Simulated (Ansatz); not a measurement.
1T (CdI2-type) PtS₂, treated with PBEsol (Ansatz, a first-principles code, PAW).

Run with plane-wave cutoff 560 eV, 12×12×8 k mesh (along the axes of the cell as run), perturbation theory, scalar-relativistic PAW data made under PBE.

The cell has the measured lattice parameters. Conventional cell: a = 3.5420 Å, b = 3.5420 Å, c = 5.0430 Å, α = 90.00°, β = 90.00°, γ = 120.00°.

```cif
data_PtS2
_chemical_formula_sum 'Pt1 S2'
_space_group_name_H-M_alt 'P-3m1'
_space_group_IT_number 164
_space_group_name_Hall '-P 3 2"'
_cell_length_a 3.54200
_cell_length_b 3.54200
_cell_length_c 5.04300
_cell_angle_alpha 90.000
_cell_angle_beta 90.000
_cell_angle_gamma 120.000
loop_
_atom_site_label
_atom_site_type_symbol
_atom_site_symmetry_multiplicity
_atom_site_Wyckoff_symbol
_atom_site_fract_x
_atom_site_fract_y
_atom_site_fract_z
_atom_site_occupancy
Pt1 Pt 1 a 0.00000 0.00000 0.00000 1
S1 S 2 d 0.33333 0.66667 0.24083 1
```

Harmonic phonon frequencies (cm⁻¹; i marks an imaginary mode; at Γ without the LO shift):

```tsv
q point	frequencies
Γ	0 0 0 300 300 313 313 323 331
M	110 132 196 267 283 320 336 342 354
K	103 174 174 284 284 308 318 318 368
A	18 32 32 297 297 331 335 337 337
L	107 129 195 271 284 316 318 346 354
H	118 176 176 290 290 315 329 329 362
```

No imaginary mode appears at these points.

Note: the run warned that the k mesh is coarse for the response to a field; the cell isn't this level's own, so it is under some stress, which shifts stiffness and frequencies.
